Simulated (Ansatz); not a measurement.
Antiferromagnetic bcc Cr

The numbers are results of r²SCAN-D4 (Ansatz, an electronic-structure program, PAW), not measurements.

Run with plane-wave cutoff 500 eV, 26×26×26 k mesh, Fermi–Dirac smearing 0.1 eV, spin-polarised with opposed moments, scalar-relativistic PAW data made under PBE.

Cell: relaxed at this level.

```yaml
equilibrium_volume_per_atom: 12.79 Å³/atom
magnetic moment (largest site, within a sphere): 2.45 μB
equilibrium_lattice_constant_a: 2.947 Å
```

Measured, for comparison: equilibrium volume per atom 11.91 Å³/atom, lattice constant a 2.877 Å (corrected for temperature and zero-point phonon effects; as tabulated in Levämäki et al. (2014), arXiv:1402.3671). Computed (rounded) less measured: equilibrium volume per atom +7.4 %, lattice constant a +2.4 %.

Note: the commensurate order stands in for chromium's spin-density wave, and the size of the moments varies much between levels; the collinear magnetic order is the start's and need not be the measured one.

Moments are spin moments.

Static lattice: no zero-point or thermal effects.
